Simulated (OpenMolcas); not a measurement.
# SiH2O2 (SMILES O[Si]O): levels of theory compared

We compute a comparison of 6 runs (B3LYP/6-31G*, BHLYP/aug-cc-pVDZ, SVWN5/aug-cc-pVDZ, TPSS/aug-cc-pVDZ, MP2/aug-cc-pVDZ) of SiH2O2. 

Program for the calculation: OpenMolcas 26.06.

1 further run of the same task is left out (set aside as unsound or not needed).

## 1. The molecule

SiH2O2: 5 atoms, total charge 0, spin state singlet. As SMILES, `O[Si]O`. The coordinates come from a PBE0-D4/def2-TZVP relaxation. This is one conformer, not always the lowest.

Bond lengths: O1–Si2 1.642 Å, Si2–O3 1.663 Å, O1–H4 0.964 Å, O3–H5 0.960 Å. Angles: O1–Si2–O3 99.4°, Si2–O1–H4 117.5°, Si2–O3–H5 116.1°.

## 2. Energy and gradient at B3LYP/6-31G(d) (spherical functions) (run 1)

Input file mol.inp:

```
>>> EXPORT MOLCAS_PRINT=2
&GATEWAY
BASLIB=$CurrDir
COORD
5
angstrom
O       -1.443200      -0.105600      -0.275000
Si      -0.212000      -0.791300       0.567700
O        1.036000       0.187500       0.068600
H       -1.231900       0.648900      -0.836100
H        1.901100      -0.013100       0.433400
BASIS=6-31Gs
GROUP=NoSym
&SEWARD
GRIDINPUT
Grid=UltraFine
End of Grid
&SCF
KSDFT=B3LYP
THRESHOLDS=1e-10 1e-07 1e-07 1e-05
PRORBITALS=0
&ALASKA
```

The basis set 6-31G* is read from a file made from the Basis Set Exchange's data (not shown).

Launch:

```console
export MOLCAS_MEM=1860
pymolcas mol.inp > mol.log
```

Log:

```text
--- Start Module: gateway ---
[...]
--- Stop Module: gateway /rc=_RC_ALL_IS_WELL_ ---
[...]
      Basis functions           50
[...]
--- Start Module: scf ---
[...]
       Convergence after  13 Iterations
[...]
::    Total KS-DFT energy                            -441.1848757339
[...]
      Total spin, S                                     0.0000000000
[...]
      Total electronic charge=   32.000000
      Total            charge=   -0.000000
[...]
      Dipole Moment (debye):
      Origin of the operator (angstrom)=   -0.1899   -0.3257    0.1964
                   X=  1.8131E+00               Y=  8.2054E-01               Z= -2.3990E-01           Total=  2.0045E+00
      Quadrupole Moment (debye*angstrom):
[...]
--- Stop Module: scf /rc=_RC_ALL_IS_WELL_ ---
[...]
--- Start Module: alaska ---
[...]
 *              Molecular gradients               *
 **************************************************
  Irreducible representation: a
 ------------------------------------------------------------------------------------------
                              X                       Y                       Z
 ------------------------------------------------------------------------------------------
  O1                1.16834408185778E-02    1.86193131463330E-03    1.23942792799614E-03
  SI2              -1.79468497163132E-03    1.14956212524540E-02   -9.72359703484749E-03
  O3               -6.67132692004913E-05   -8.48060241596293E-03    6.84513525717101E-03
  H4               -2.20225619685188E-03   -7.03041490260192E-03    5.16362663396430E-03
  H5               -7.61978638093685E-03    2.15346475149214E-03   -3.52459278428441E-03
 ------------------------------------------------------------------------------------------
--- Stop Module: alaska /rc=_RC_ALL_IS_WELL_ ---
[...]
```

Wall time 15 s (1 thread of AMD EPYC 7R43 (Zen 3), shared host); peak memory 0.38 GiB.

## 3. Energy and forces at B3LYP/6-31G(d) (Cartesian functions) (run 2)

Input file test.inp:

```
>>> EXPORT MOLCAS_PRINT=2

&GATEWAY
  BasLib
  $CurrDir
  Coord
  5
  angstrom
  O       -1.443200      -0.105600      -0.275000
  Si      -0.212000      -0.791300       0.567700
  O        1.036000       0.187500       0.068600
  H       -1.231900       0.648900      -0.836100
  H        1.901100      -0.013100       0.433400
  Basis
  6-31Gs
  Group
  NoSym

&SEWARD
  GridInput
  Grid=UltraFine
  End of Grid

&SCF
  KSDFT
  B3LYP
  Thresholds
  1e-10 1e-07 1e-07 1e-05
  PrOrbitals
  0

&ALASKA
```

The basis set 6-31G* is read from a file made from the Basis Set Exchange's data (not shown).

Launch:

```console
export MOLCAS_MEM=1860
pymolcas test.inp > test.log
```

Log:

```text
--- Start Module: gateway ---
[...]
--- Stop Module: gateway /rc=_RC_ALL_IS_WELL_ ---
[...]
      Basis functions           53
[...]
--- Start Module: scf ---
[...]
       Convergence after  13 Iterations
[...]
::    Total KS-DFT energy                            -441.1894912096
[...]
      Total spin, S                                     0.0000000000
[...]
      Total electronic charge=   32.000000
      Total            charge=   -0.000000
[...]
      Dipole Moment (debye):
      Origin of the operator (angstrom)=   -0.1899   -0.3257    0.1964
                   X=  1.8233E+00               Y=  8.0975E-01               Z= -2.2880E-01           Total=  2.0081E+00
      Quadrupole Moment (debye*angstrom):
[...]
--- Stop Module: scf /rc=_RC_ALL_IS_WELL_ ---
[...]
--- Start Module: alaska ---
[...]
 *              Molecular gradients               *
 **************************************************
  Irreducible representation: a
 ------------------------------------------------------------------------------------------
                              X                       Y                       Z
 ------------------------------------------------------------------------------------------
  O1                1.14593020725486E-02    2.02821692501676E-03    1.05249956858788E-03
  SI2              -1.70722736772547E-03    1.09890810711271E-02   -9.29351973841364E-03
  O3                2.94384801691194E-06   -8.35404468244150E-03    6.75912881331531E-03
  H4               -2.28745340347628E-03   -6.87257687591192E-03    5.01600421716253E-03
  H5               -7.46756514930436E-03    2.20932356224901E-03   -3.53411286068961E-03
 ------------------------------------------------------------------------------------------
--- Stop Module: alaska /rc=_RC_ALL_IS_WELL_ ---
[...]
```

Run time: 17 s. Hardware: 1 thread of AMD EPYC 7R43 (Zen 3), shared host; peak memory 0.38 GiB.

Runs 3 to 5 aren't shown in full; the table further down has their settings and results.

## 4. The energy at MP2/aug-cc-pVDZ (run 6)

Input file mol.xyz:

```xyz
5

O     -1.443200    -0.105600    -0.275000
Si    -0.212000    -0.791300     0.567700
O      1.036000     0.187500     0.068600
H     -1.231900     0.648900    -0.836100
H      1.901100    -0.013100     0.433400
```

Input file calc.inp:

```
* H2O2Si MP2

&GATEWAY
  BasLib
  $CurrDir
  Coord
  mol.xyz
  Basis
  aug-cc-pVDZ
  Group
  NoSym

&SEWARD

&SCF
  Thresholds
  1e-10 1e-07 1e-07 1e-05
  PrOrbitals
  1 2

&MBPT2
  Frozen
  7
```

The basis set aug-cc-pVDZ is read from a file made from the Basis Set Exchange's data (not shown).

Launch:

```console
export MOLCAS_MEM=1860
pymolcas calc.inp > calc.log
```

Log:

```text
--- Start Module: gateway ---
[...]
--- Stop Module: gateway /rc=_RC_ALL_IS_WELL_ ---
[...]
      Basis functions           91
[...]
--- Start Module: scf ---
[...]
       Convergence after  13 Iterations
[...]
::    Total SCF energy                               -439.9092013902
[...]
      Total spin, S                                     0.0000000000
[...]
      Total electronic charge=   32.000000
      Total            charge=   -0.000000
[...]
      Dipole Moment (debye):
      Origin of the operator (angstrom)=   -0.1899   -0.3257    0.1964
                   X=  1.7452E+00               Y=  6.2350E-01               Z= -9.6413E-02           Total=  1.8557E+00
      Quadrupole Moment (debye*angstrom):
[...]
--- Stop Module: scf /rc=_RC_ALL_IS_WELL_ ---
[...]
--- Start Module: mbpt2 ---
[...]
WARNING!
Default frozen orbitals as non valence orbitals is overwritten by user input.
Default values:   4
[...]
       Reference weight ( Cref**2 )         =        0.86655
::    Total MBPT2 energy                             -440.4016123158
[...]
      Total MBPT2 calculations                           0.40      0.44
--- Stop Module: mbpt2 /rc=_RC_ALL_IS_WELL_ ---
[...]
```

It took 9.9 s on 1 thread of AMD EPYC 7R43 (Zen 3), shared host; peak memory 0.49 GiB.

## 5. The series

```csv
run,level,Cartesian functions,task,energy (Eh),dipole moment (D) of the reference,HOMO energy (eV),LUMO energy (eV),wall time
1,B3LYP/6-31G* (spherical functions),no,gradient,-441.184876,2.00,-6.71,-1.00,15 s
2,B3LYP/6-31G* (Cartesian functions),yes,gradient,-441.189491,2.01,-6.72,-1.00,17 s
3,BHLYP/aug-cc-pVDZ,no,gradient,-441.152855,1.78,-8.24,-0.45,40 s
4,SVWN5/aug-cc-pVDZ,no,gradient,-438.995222,1.80,-6.17,-2.22,30 s
5,TPSS/aug-cc-pVDZ,no,gradient,-441.256920,1.80,-6.16,-2.00,56 s
6,MP2/aug-cc-pVDZ,no,energy,-440.401612,1.86,-9.75,1.00,9.9 s
```

## 6. Summary of results

| quantity | value |
| --- | --- |
| run 6: total energy | -440.40161 Eh |
| run 6: dipole moment (mean-field density) | 1.86 D |
| run 6: HOMO energy (Hartree–Fock orbitals) | -9.75 eV |
| run 6: LUMO energy (Hartree–Fock orbitals) | 1.00 eV |
| run 6: HOMO–LUMO gap (Hartree–Fock orbitals) | 10.75 eV |
| run 6: correlation energy (7 core orbitals frozen) | -492.4 mEh |

In words: Over runs 1, 2, 3, 4, 5 the dipole moment (its size) runs from 1.78 D (BHLYP/aug-cc-pVDZ) to 2.01 D (B3LYP/6-31G*). The two ends differ in method and basis. Over runs 1, 2, 3, 4, 5 the HOMO–LUMO gap runs from 3.95 eV (SVWN5/aug-cc-pVDZ) to 7.80 eV (BHLYP/aug-cc-pVDZ). Totals of different functionals can't be ranked against each other. All runs together took 2.8 min, the longest 56 s.
